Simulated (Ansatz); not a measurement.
Structure relaxation of Sr₃Si₂

These are results of DFT PBE, scalar-relativistic, plane waves, PAW in Ansatz, not measurements.

The start is a random cell of Sr₃Si₂ with space group P6mm (No. 183), drawn with lower limits on the distances.

The final relaxation ran on this input, with the default PAW datasets:

```yaml
crystal:
  lattice:
    - [8.6603640509, 0.0, 0.0]
    - [-4.3301820255, 7.5000952741, 0.0]
    - [0.0, 0.0, 3.8718788411]
  atoms:
    - { symbol: Sr, position: [0.5, 0.0, 0.5] }
    - { symbol: Sr, position: [0.0, 0.5, 0.5] }
    - { symbol: Sr, position: [0.5, 0.5, 0.5] }
    - { symbol: Si, position: [0.6666666667, 0.3333333333, 0.0] }
    - { symbol: Si, position: [0.3333333333, 0.6666666667, 0.0] }
basis:
  ecutwfc: 420
kpoints:
  mp_grid: { grid: [6, 6, 10] }
hamiltonian:
  xc: pbe
scf:
  occupations: { method: gaussian, width: 0.1 }
output:
  forces: true
  stress: true
  eigenvalues: true
  write_density: true
  write_potential: true
  elf: true
  volumetric_format: npy
relax:
  adjacent_minimum: "off"
  f_tol: 0.01
  max_steps: 80
  cell: { stress_tol: 0.05 }
```

Launched as:

```bash
ansatz run input.yaml --threads 1 --pin off --max-ram 2560MiB --backend cpu --events-out ev --progress --plain --runs-dir out
```

Time: 79 s on 1 thread of Arm Neoverse V1, with other jobs on the host, peak memory 0.55 GiB.

End of the output:

```
WARN: The input density's exchange-correlation potential varies sharply where the density is thin. Do not read a vacuum level from v_tot or v_xc, or from such a field of the output density. On a cell that repeats whose density bears no net charge and no dipole along the vacuum's axis use v_es (v_loc + v_h of the components); under efield.dipole_correction with no amplitude use v_es + v_field, which holds any external_charges[].barrier, or the levels of the report's work_function block, which leave it out; under a non-zero efield.amplitude the vacuum is tilted and has no level; on a cell that repeats and bears such a dipole with no correction it is tilted too, and efield.dipole_correction with no amplitude gives each side of its ramp a level where efield: is served; in a cell that repeats whose density bears a net charge (total_charge, or a fill off its count) it is curved and has none; of a slab under crystal.periodic whose density bears no net charge use v_es, which has a level on each side, short of where the two are joined; of another it falls or rises all the way out and has none; of a slab beside external_charges read slab_vacuum_level instead, which it has where they leave it neutral. The grid or the basis barely resolves most such structure, and the values can differ between equally converged runs; as a rule a tighter scf.convergence.dr2_threshold does not remove it. Where the density itself ripples (under the LDA too) a higher basis.ecutwfc lessens it. The files hold the spikes' plane waves up to the density's cutoff. Files: v_tot and the like, and their columns of v_z.tsv (output.write_potential); v_xc and the like, and their columns of v_comp_z.tsv (output.write_potential_components); where files of the output density stand in their place, no point of their own thin density is over the threshold below, and this is of outcome.potential() and, of a run that writes arrays (npy), the arrays of these names. Measured: with its Gaussian average of σ = 0.25 Å subtracted twice, the exchange-correlation potential is over 0.1 eV at 1527 of the grid points where the equally averaged density (valence and model cores) is under 1e-3 e/Å³, and 0.480 eV at the most among them, at an averaged density of 7.6e-4 e/Å³. See output.write_potential in the manual, Limitations
SCF converged after 4 iterations
Free energy (F): -11904.366882 eV
Harris-Foulkes:  -11904.366882 eV  (|F-HF|=6.55e-11)
Internal energy: -11904.353644 eV  (E = F + TS)
E sigma→0 (E₀):  -11904.360263 eV
Entropy (-TS):   -0.013237 eV (-2.647 meV/atom)
Fermi energy:    3.090188 eV
--- Per-component energies (eV) ---
  E_band       = -444.945535
  E_kinetic    = 807.987525
  E_local      = -3207.923716  (includes V_loc(G=0)·N_el)
  E_nonlocal   = 658.320816
  E_hartree    = 998.210635
  E_xc         = -626.033672
  E_vxc        = -573.721577  (∫ρ·V_xc dr)
  E_paw        = -9108.660890  (= ΣΔE_a)
  E_vpaw       = -126.029872  (= ΣTr[D̂ρ^β])
  E_aug_tail   = 0.000011  (compensation charges beyond the density's cutoff)
  E_ewald      = -1426.254354
  E_smearing   = -0.013237  (= −TS)
  E_closure    =  0.000000  (closes the sum)
  Σ components = -11904.366882   (vs F -11904.366882, Δ=0.00e0)
--- Forces (eV/Å), atoms counted from 1 ---
  atom   1  Sr     0.00000000     0.00000000     0.00000000
  atom   2  Sr     0.00000000     0.00000000     0.00000000
  atom   3  Sr     0.00000000     0.00000000     0.00000000
  atom   4  Si     0.00000000     0.00000000     0.00000000
  atom   5  Si     0.00000000     0.00000000     0.00000000
  max |Σ_I F_I| component: 4.63e-18 eV/Å
--- Stress (GPa, compression-positive) ---
       -0.009027       0.000000       0.000000
        0.000000      -0.009027       0.000000
        0.000000       0.000000      -0.002795
  P = ⅓ Tr σ = -0.0069 GPa (-0.069 kbar)
--- Relaxed structure (3 steps of the walk, 3 accepted, 1 SCFs on fresh bases) ---
  F+E_penalty+E_count = -11904.36688172 eV   max|allowed force component| = 2.683e-17 eV/Å   (the final SCF, on the basis selected at the relaxed cell)
  cell:  # Å, volume = 255.0410 Å³
    - [8.823427, 0.000000, 0.000000]
    - [-4.411713, 7.641312, 0.000000]
    - [0.000000, 0.000000, 3.782725]
  atoms:
    - { symbol: Sr, position: [0.5, 0.000000, 0.500000] }
    - { symbol: Sr, position: [0.000000, 0.5, 0.500000] }
    - { symbol: Sr, position: [0.5, 0.5, 0.500000] }
    - { symbol: Si, position: [0.666667, 0.333333, 0.0] }
    - { symbol: Si, position: [0.333333, 0.666667, 0.000000] }
```

Absolute energies hang on the potentials; compare differences alone.

The result has space group P6/mmm (No. 191). Around Sr lie 4 Si at 3.17 Å; around Si lie 6 Sr at 3.17 Å and 2 Si at 3.78 Å.

Against the elements it lies at -0.02 eV/atom. Energies over the elements count from the elements' standard structures at the same level, with no empirical corrections.

The k mesh leaves about 4 meV/atom of noise in metals.

A structure relaxed within its symmetry needn't be a true minimum.